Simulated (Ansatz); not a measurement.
```yaml
atoms:
  - { symbol: Cl, position_ang: [0.0000, 0.1376, -1.7237] }
  - { symbol: O, position_ang: [0.0000, -0.5041, 0.4531] }
  - { symbol: O, position_ang: [0.0000, 0.3665, 1.2706] }
```

Basis set: pcseg-2 (spherical functions). Charge 0, multiplicity 2.

Computed with Ansatz (development build ahead of 0.2.0); each method stands on the lowest determinant of its kind that the runs found. Restricted functionals stand beside restricted open-shell atoms, which can lie above the unrestricted atoms usual in DFT and then raise those values.

The atomization energy at this shape (free ground-state atoms in the same class of orbitals less the molecule, no zero-point energy) of doublet ClO2:

```csv
method,atomization energy
ωB97X (unrestricted),5.48 eV
```

(1) What does ωB97X (restricted open-shell) give?

Results:

(1) 4.91 eV. Caution for ωB97X (unrestricted): the unrestricted determinant is spin contaminated. Caution for ωB97X (restricted open-shell): an unrestricted determinant lies well below.

The shape needn't be a minimum at these levels.
